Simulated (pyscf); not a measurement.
# Four-centre exchange: H₂N–SiH₂–Cl + H₂O -> H₂N–SiH(OH)–Cl + H₂

Gas phase, singlet surface, charge 0. Bonds broken: Si2–H6, O8–H9. Bonds formed: Si2–O8, H6–H9. Structures and frequencies: ωB97X-D3(BJ)/def2-SVP in PySCF.

Transition state (Å):

```xyz
10

N     -1.6155    -0.2166     0.8311
Si    -0.0972     0.0784     0.0650
Cl     0.9978    -1.5530    -0.5816
H     -2.3689    -0.7352     0.3911
H     -1.6312    -0.3138     1.8409
H      0.7510     1.4015    -0.7865
H      0.6283     0.6023     1.2566
O     -0.9498     0.4091    -1.5871
H     -0.0181     1.1696    -1.4469
H     -1.7964     0.8664    -1.4686
```

One imaginary mode, 1459i cm⁻¹; descent along it reached the two sides named, in the forms told below.

| bond | change | reactant side (Å) | saddle | product side |
|---|---|---|---|---|
| Si2–H6 | breaks | 1.479 | 1.787 | 4.0 |
| O8–H9 | breaks | 0.963 | 1.211 | 2.514 |
| Si2–O8 | forms | 3.1 | 1.888 | 1.659 |
| H6–H9 | forms | 3.0 | 1.040 | 0.761 |

Electronic energies relative to the separated reactants (kcal/mol):

```csv
level,barrier,reaction energy,reverse barrier
ωB97X-D3(BJ)/def2-TZVP,34.0,-22.7,56.7
PBE/def2-TZVP,28.8,-20.7,49.5
r²SCAN/def2-TZVP,29.4,-23.9,53.3
B3LYP-D3(BJ)/def2-TZVP,34.1,-22.5,56.6
PBE0-D3(BJ)/def2-TZVP,31.3,-21.0,52.3
M06-2X/def2-TZVP,34.0,-25.1,59.1
ωB97M-D3(BJ)/def2-TZVP,33.5,-22.5,55.9
HF/def2-TZVP,54.5,-20.5,75.0
```

With ωB97M-D3(BJ)/def2-TZVP energies and thermal terms (ideal gas, 1 atm, RRHO with modes under 100 cm⁻¹ raised to 100, one conformer, R ln 2 for chiral ones without a mode under 150 cm⁻¹), in kcal/mol:

```csv
T (K),ΔH‡,ΔG‡,ΔH,ΔG
298,31.7,42.9,-25.4,-23.7
600,31.7,54.3,-24.2,-22.5
900,32.4,65.5,-23.2,-21.9
1200,33.2,76.4,-22.5,-21.5
```

On the reactant side the descent ends in a complex (not fully relaxed), 5.2 kcal/mol under the separated species and 39.2 kcal/mol under the saddle at ωB97X-D3(BJ)/def2-TZVP. At the saddle there is also a short H–Si contact that neither side keeps. The same reactants have a lower exit, to H₂N–SiH₂–OH + HCl (barrier +13.2 kcal/mol at ωB97M-D3(BJ)/def2-TZVP, against +33.5 kcal/mol here). This is the saddle that the search found; another between the same sides may lie lower.
